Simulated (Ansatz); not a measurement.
# BClFH3: the cost of one run

Method: RKS B3LYP/def2-SVP, in Ansatz 0.2.0.

## 1. The starting structure

Bond lengths: B1–Cl2 2.210 Å, B1–H3 1.190 Å, B1–F4 1.320 Å, Cl2–H6 1.516 Å. Angles: B1–Cl2–H6 56.2°, Cl2–B1–H3 120.0°, Cl2–B1–F4 120.0°, H3–B1–F4 120.0°.

Coordinates:

```xyz
6

B     0.0000    0.0000    0.0000
Cl    0.0000    0.0000    2.2100
H     1.0305    0.0000   -0.5950
F    -1.1431    0.0000   -0.6600
H     0.0623   -1.4126    0.4698
H     0.0555   -1.2580    1.3665
```

## 2. A restrained relaxation towards end A

Springs on the bonds that form and break draw the guess towards this end; the thresholds are loose.

Input file input.yaml:

```yaml
crystal:
  periodic: [false, false, false]
  atoms:
    - { symbol: B, position_ang: [0.0, 0.0, 0.0] }
    - { symbol: Cl, position_ang: [0.0, 0.0, 2.21] }
    - { symbol: H, position_ang: [1.0305, 0.0, -0.595] }
    - { symbol: F, position_ang: [-1.1431, 0.0, -0.66] }
    - { symbol: H, position_ang: [0.0623, -1.4126, 0.4698] }
    - { symbol: H, position_ang: [0.0555, -1.258, 1.3665] }
basis:
  gaussian: { orbitals: def2-SVP }
hamiltonian:
  xc: b3lyp
relax:
  f_tol: 0.15
  max_steps: 25
  restrain:
    - { distance: [0, 4], at: 2.39, k: 30.0 }
    - { distance: [5, 1], at: 2.57, k: 30.0 }
    - { distance: [0, 1], at: 1.86, k: 30.0 }
    - { distance: [5, 4], at: 0.66, k: 30.0 }
```

Launch:

```sh
ansatz run input.yaml --threads 1 --pin off --max-ram 2048MiB --backend cpu --events-out ev --progress --plain --runs-dir out
```

**Question.** How long does this run take on 1 thread of Arm Neoverse V1, shared host, and how much memory does it need?

About 16 s, with a peak of 0.13 GiB.
